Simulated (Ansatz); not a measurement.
Basis-set extrapolation for C$_{7}$H$_{16}$ (`CC(C)CC(C)C`) (PBE0-D4/def2-TZVP geometry, frozen core, Ansatz 0.2.0). Multiplicity 1, RHF reference.

```tsv
	def2-TZVPP	def2-QZVPP
HF	-274.501783	-274.514846
MP2 correlation	-1.247087	-1.323383
CCSD(T) correlation	-1.378895	not run
```

Energies in hartree. Use E(X) = E(∞) + A·exp(−7.88·√X) for Hartree–Fock and E(X) = E(∞) + B·X^(−2.97) for correlation, with X = 3 and 4, and add CCSD(T) minus MP2 of the smaller set to the MP2 limit.

What is the CCSD(T) energy at the basis-set limit?

HF limit: -274.514846 + (-0.013063) × 0.13774 = -274.51665. MP2 limit: -1.323383 + (-0.076296) × 0.74074 = -1.37990. Higher-order term: -1.378895 − (-1.247087) = -0.13181. Total: -276.02836 hartree, 92.7 kcal/mol below CCSD(T)/def2-TZVPP.
